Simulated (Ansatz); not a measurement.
The input, for Ansatz 0.2.0:

```yaml
crystal:
  periodic: [false, false, false]
  atoms:
    - {symbol: Si, position_ang: [0.000000, 0.000000, 0.000000]}
    - {symbol: Cl, position_ang: [0.000000, 0.000000, 2.067100]}
basis:
  gaussian: {orbitals: def2-SVP}
magnetization: {spin_polarized: false, initial_magnetization: 3}
correlation: {method: sc_nevpt2, electrons: outside_noble_gas, active_space: {window: {electrons: 5, orbitals: 5}, places: [1, 2]}}
```

```sh
$ ansatz run in.yaml --threads 1 --pin off --events-out ev --progress --plain --max-ram 2393MiB
```

One thing in this input was set wrong on purpose, beside settings that are merely unusual. What is the gravest fault, and what does the program do?

Two definitions of the active space. How the run ends: refused.
```
Error: invalid value for `correlation.active_space`: name one of window, places and ras
```
